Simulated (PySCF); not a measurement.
Assignment exercise: C6H12

Structure with atom numbers: `[CH2:1]=[C:2]([CH3:3])[CH:4]([CH3:5])[CH3:6]` (H(Xn): hydrogen on atom n). Ha(C1) is cis to C3; Hb(C1) is trans to C3.

- J: B3LYP/pcJ-1 (without the spin–dipole term)
- KT2/pcSseg-1 with gauge-including orbitals
- PBE0-D3(BJ)/def2-SVP structure
- run in PySCF
- no solvent, non-relativistic, single conformer, averaged over atoms made equivalent by symmetry, fast rotation or ring inversion

Scale: TMS for 13C and 1H (reference shieldings calculated alike).

(1) Assign these signals to the numbered atoms. 13C{1H} NMR (computed): δ 151.0, 107.4, 42.8, 23.7, 17.3.

(2) Assign these signals to the numbered atoms. 1H NMR (500 MHz, computed): δ 4.92 (dq, J = 2.8, 1.4 Hz, 1H), 4.73 (dq, J = 2.8, 2.0 Hz, 1H), 2.27 (sept, J = 7.7 Hz, 1H), 1.70 (t, J = 1.7 Hz, 3H), 1.05 (d, J = 7.7 Hz, 6H).

Answers

(1) 
| δ (ppm) | atoms | environment | reason |
| --- | --- | --- | --- |
| 151.0 | C2 | fully substituted alkene carbon | as expected for a trigonal carbon in a double bond |
| 107.4 | C1 | terminal =CH2 carbon | an sp2 carbon of a C=C bond |
| 42.8 | C4 | allylic sp3 CH | saturated and bonded to C and H only |
| 23.7 | C5/C6 | methyl carbon | a saturated carbon with 1 carbon neighbour and no heteroatom attached |
| 17.3 | C3 | allylic methyl carbon | a saturated carbon with 1 carbon neighbour and no heteroatom attached |

(2) 
| δ (ppm) | atoms | environment | reason |
| --- | --- | --- | --- |
| 4.92 | Hb(C1) | hydrogen on a terminal =CH2 carbon | attached to an sp2 carbon and in the plane of the double bond |
| 4.73 | Ha(C1) | hydrogen on a terminal =CH2 carbon | – |
| 2.27 | H(C4) | hydrogen on an allylic sp3 CH | allylic position |
| 1.70 | H(C3) | hydrogen on an allylic methyl carbon | allylic position |
| 1.05 | H(C5)/H(C6) | hydrogen on a methyl carbon | – |

Multiplet labels drop couplings under 1 Hz and merge nearly equal ones. Unscaled 3J(H,H) at this level run about 10 % above measured values. Shifts are as computed. Against solution values, carbons near 30 ppm lie about +2 ppm off and those near 130 ppm about -5 ppm. Of 1211 compounds with measured shifts, 218 miss one by over three times the rms of a fit or turn the order of signals round; such compounds aren't used in these exercises.
